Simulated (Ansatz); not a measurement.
**Property card for Li2Ga**

Method: DFT r2SCAN, scalar-relativistic, plane waves, PAW (Ansatz).

Cutoff 500 eV; k points 10×10×8 on the computed 6-atom cell (Γ-centred); Gaussian smearing, width 0.10 eV; no spin polarisation.

The structure is relaxed at this level of theory with its symmetry kept. Whether it is the stable form of this composition wasn't checked.

It takes space group Cmcm (No. 63, orthorhombic). Conventional cell: a = 4.501 Å, b = 9.432 Å, c = 4.314 Å, α = 90.00°, β = 90.00°, γ = 90.00°. Around Li (site symmetry m2m) lie 6 Li at 2.67 to 2.71 Å and 2 Ga at 2.73 Å. Li (site symmetry m2m) is surrounded by 5 Ga at 2.65 to 2.97 Å and 4 Li at 2.67 to 2.71 Å. Around Ga (site symmetry m2m) lie 2 Ga at 2.59 Å and 7 Li at 2.65 to 2.97 Å.

```
Volume per atom                                                   : 103.0 bohr³
Formation energy from the elements' standard states (uncorrected) : -0.322 eV/atom
Generalised Kohn–Sham band gap                                    : none (metal)
Density of states at the Fermi level                              : 1.21 states/eV per cell
Löwdin character within 0.5 eV of the Fermi level                 : Ga 4p 77 %, Li 2s 10 %, unprojected 9 %
Bulk modulus                                                      : 35 GPa
Its pressure derivative                                           : 4.2
Bader charges (e)                                                 : Li (2 in the cell) 0.84, Li (2 in the cell) 0.84, Ga (2 in the cell) -1.68
```

Cost: 6 runs of about 19 core-minutes in all, on Arm Neoverse V1 (shared hosts).